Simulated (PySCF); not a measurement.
```xyz
4
charge 0 multiplicity 1, angstrom
P     1.0159    1.1450    0.0000
P    -1.0159    1.1450    0.0000
P    -1.0159   -1.1450    0.0000
P     1.0159   -1.1450    0.0000
```

Computed with PBE0 in PySCF with P def2-TZVP; no relativity; density-fitted integrals.

This geometry of P4 is a stationary point at this level.

**Question.** What is the point group?

**Answer.** D2h.

**Question.** Is it a minimum?

**Answer.** No: it has 1 imaginary mode, at 61i cm⁻¹ (au).

**Question.** List the harmonic modes with their infrared intensities.

**Answer.** 
```tsv
symmetry	ω (cm⁻¹)	IR (km/mol)
au	61i	–
b3g	223	0.0
b2u	371	4.7
ag	451	0.0
b1u	610	3.7
ag	651	0.0
```

In D2h the vibrations span au + b3g + b2u + 2ag + b1u. The ag, au, b3g modes carry no infrared intensity, as symmetry demands. With a centre of inversion only u modes can be infrared active and only g modes Raman active.

Only a few start shapes were tried, so a lower isomer may exist.
